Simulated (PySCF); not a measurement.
Species: protonated nitrous oxide, HN2O (charge +1).
Atom-mapped SMILES: `[NH:1]=[N+:2]=[O:3]` (hydrogens: H4 on N1)

Level: wB97X-D/pcSseg-2 in PySCF, non-relativistic, on one gas-phase PBE0-D3(BJ)/def2-TZVP geometry that isn't relaxed in the solvent. The solvent is an IEF-PCM continuum (cavity from Bondi-type radii × 1.2). The model holds no explicit solvent molecules, cavitation or dispersion.

Gas phase at wB97X-D/pcSseg-2: HOMO -20.22 eV, LUMO -8.12 eV.

Q: What does the continuum do to the energy and the frontier levels at wB97X-D/pcSseg-2 in chloroform?

A: 
```csv
solvent,ε,E(solvent) − E(gas) (kcal/mol),polarisation term (kcal/mol),distortion of the solute (kcal/mol),HOMO (eV),LUMO (eV)
chloroform,4.711,-61.10,-61.68,0.58,-15.34,-3.20
```

The polarisation term is half the interaction of the solute with the surface charges that it induces; the rest is the cost of distorting the solute's density. The sum is the electrostatic part of solvation alone.

Q: Which radius a makes Born's formula ΔE = −(q²/2a)(1 − 1/ε) give the value in chloroform?

A: a = q²(1 − 1/ε)/(2|ΔE|) = 2.14 Å, with q = +1 e and |ΔE| = 0.0974 Eh; the farthest nucleus lies 1.61 Å from the centroid of the nuclei. The formula assumes a point charge at the centre of a sphere.

Time: 6.5 s; peak memory 0.52 GiB. Hardware: one thread, Arm Neoverse N1 (aarch64), no GPU, shared host. This is the whole shielding run at wB97X-D/pcSseg-2 in chloroform, SCF included.

wB97X-D is run here without its empirical dispersion term; that term would change no orbital, density or response property at a fixed geometry.
